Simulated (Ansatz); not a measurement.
**Scan of HAl–BeH, doublet**

Starting geometry (PBE0/def2-TZVP stationary point for this spin, not checked as a minimum):

```xyz
4

Al    0.0000   -0.0872    0.6125
Be    0.0000    0.1455   -1.6947
H     0.0000    0.9982    1.7921
H     0.0000    0.0360   -3.0350
```

From there the angle named below is changed in its plane at fixed bond lengths, both arms turning rigidly about the middle atom; atoms are numbered as listed. Energies are in kJ/mol, counted from the starting geometry at the same level.

Basis 6-31G; Ansatz 0.2.0. Only valence electrons are correlated (noble-gas cores frozen). R marks a restricted (for open shells ROHF) determinant, U an unrestricted one. Active spaces: valence = (7e, 10o) chosen from the atoms' valence shells.

Runs in a small pair space aren't shown, since their orbitals change along the scan.

Full CI is exact within this basis and frozen core; it isn't the basis-set limit. The frozen core follows each run's orbitals, which can shift R against U totals by a few meV.

```tsv
angle Be2-Al1-H3 (°)	full CI	unpaired electrons (full CI)	error RHF	error UMP2	error UCCSD	error RCCSDT(Q)	error RCCSDTQ	error MRCISD+Q (valence space)
69.9	72.7	1.06	17.6	6.8	1.0	0.0	0.0	0.5
89.4	39.6	1.04	3.5	1.8	0.1	0.0	0.0	0.2
107.6	12.7	1.04	-0.7	0.1	-0.1	0.0	0.0	0.1
122.2	2.0	1.04	-0.8	-0.1	-0.1	0.0	0.0	0.0
131.6	0.0	1.04	0.0	0.0	0.0	0.0	0.0	0.0
139.1	0.7	1.04	0.9	0.2	0.1	0.0	0.0	0.0
156.6	8.0	1.04	3.3	1.1	0.4	0.0	0.0	-0.1
180.0	18.9	1.04	5.1	2.2	0.7	0.0	0.0	-0.2
```

Unpaired electrons are Σ n²(2−n)² over natural occupations. Errors are those of relative energies. In total energy the starting point itself misses full CI by: RHF 189.3, UMP2 61.1, UCCSD 5.0, RCCSDT(Q) 0.1, RCCSDTQ 0.0, MRCISD+Q (valence space) 0.5 kJ/mol.

Spread of the error over the points with a reference, to 180.0 ° (largest less smallest): RCCSDTQ 0.0, RCCSDT(Q) 0.0, MRCISD+Q (valence space) 0.7, UCCSD 1.1, UMP2 7.0, RHF 18.4 kJ/mol.
